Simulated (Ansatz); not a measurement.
A calculation with Ansatz (development build ahead of 0.2.0).

```yaml
crystal:
  periodic: [false, false, false]
  atoms:
    - { symbol: C, position_ang: [-0.74551, 0.42957, 1.09805] }
    - { symbol: C, position_ang: [-0.27495, 1.35722, 0.1685] }
    - { symbol: C, position_ang: [0.47056, 0.92765, -0.92955] }
    - { symbol: C, position_ang: [0.74551, -0.42957, -1.09805] }
    - { symbol: C, position_ang: [0.27495, -1.35722, -0.1685] }
    - { symbol: C, position_ang: [-0.47056, -0.92765, 0.92955] }
    - { symbol: H, position_ang: [-1.32526, 0.76363, 1.95196] }
    - { symbol: H, position_ang: [-0.48876, 2.41267, 0.29953] }
    - { symbol: H, position_ang: [0.8365, 1.64904, -1.65242] }
    - { symbol: H, position_ang: [1.32526, -0.76363, -1.95196] }
    - { symbol: H, position_ang: [0.48876, -2.41267, -0.29953] }
    - { symbol: H, position_ang: [-0.8365, -1.64904, 1.65242] }
basis:
  gaussian: { orbitals: STO-3G }
hamiltonian:
  xc: hf
```

The input is written out in the form of the current development build from the run's settings.

Output:

```json
{"Converged": "yes", "Total energy": "-227.89085 hartree", "Spin squared of the determinant": "0.000"}
```
